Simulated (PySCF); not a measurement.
**Chlorine: highly charged ions in a basis for the neutral atom**

Cl⁷⁺ [Ne], Cl⁸⁺ [He] 2s2 2p5. All numbers are calculated (PySCF 2.14, the non-relativistic Hamiltonian (point nucleus), in def2-SVP). No spin-orbit coupling, so a gap to NIST mixes the basis error with missing relativistic terms.

Changed run: basis of the neutral atom used for a highly charged ion. This setting is unsound on purpose.

```tsv
species	method	sound run (hartree)	changed run (hartree)	converged
Cl⁷⁺	UHF	not run	-444.62878	yes
Cl⁷⁺	PBE0	not run	-444.87337	yes
Cl⁷⁺	BP86	not run	-445.04932	yes
Cl⁸⁺	UHF	not run	-431.79296	yes
Cl⁸⁺	PBE0	not run	-431.99382	yes
Cl⁸⁺	BP86	not run	-432.16788	yes
```

Ionisation energy of Cl⁷⁺:

| method | changed run (eV) | NIST (eV) |
| --- | --- | --- |
| UHF | 349.28 | 348.31 |
| PBE0 | 350.47 | 348.31 |
| BP86 | 350.52 | 348.31 |

The contracted functions were made for the neutral atom and can be too rigid for a highly charged ion.
